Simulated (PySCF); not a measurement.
Compound: C5H9O (doublet state).
Cartesian coordinates in Å at the GFN2-xTB level; atoms count from 1:
```xyz
15
C5H9O angstrom
C     -2.2686    0.3916   -0.2755
C     -1.0315   -0.3974   -0.2118
O     -0.8897   -1.1262    0.9813
C      0.2102    0.5433   -0.4350
C      1.4732   -0.2461   -0.4009
C      2.3878   -0.1442    0.5464
H     -2.7706    0.6914    0.6240
H     -2.6127    0.7803   -1.2126
H     -1.0056   -1.1516   -1.0103
H     -0.9582   -0.5173    1.7255
H      0.2139    1.3044    0.3482
H      0.0871    1.0310   -1.4031
H      1.5934   -0.9599   -1.2049
H      3.2825   -0.7424    0.5432
H      2.2846    0.5512    1.3637
```

The hyperfine couplings belong to this conformer and change with its torsions.

Identity: `[CH2][C@H](O)CC=C` [radical].

Computed, not measured: UKS B3LYP, pcH-1 on C H O, non-relativistic, mean-field spin-orbit, GIAO (PySCF). One conformer (not necessarily the lowest) at the GFN2-xTB geometry, without solvent, vibrations or thermal averaging. The geometry wasn't refined by DFT: couplings that depend on bond lengths, twists or pyramidal angles can differ widely from those at the functional's own minimum. No stability test was run, so a lower SCF solution isn't excluded.

The Mulliken spin populations are largest on C1 (+1.08) and C2 (-0.08). C1 is the only atom above +0.15. The positive populations add up to 1.17 and the negative ones to -0.17, together 2S = 1. The angles at C1 add up to 359.5°, so it is planar; its axial dipolar tensor and the negative couplings of its protons fit spin in a p orbital normal to that plane.

Question: Find Q in a(H) = Q·ρ(C) for the protons on the planar carbons that carry spin.

Answer: 
```json
{"H": "H7", "C": "C1", "ρ(C)": "+1.077", "a(H) (G)": "-22.63", "a/ρ (G)": "-21.0"}
{"H": "H8", "C": "C1", "ρ(C)": "+1.077", "a(H) (G)": "-22.24", "a/ρ (G)": "-20.6"}
```

These protons share one ρ (within 0.01), so their mean ratio, Q = -20.8 G, is no test of linearity. In McConnell's picture π spin on carbon polarises the C–H bond and leaves opposite spin at the proton, which makes Q negative, as found here.

Couplings in gauss use g_iso = 2.0025.

On one thread, Arm Neoverse N1 (aarch64), on a shared host, this took 60 s of wall time (grids of density and orbitals included) and 0.88 GiB of memory at its peak.
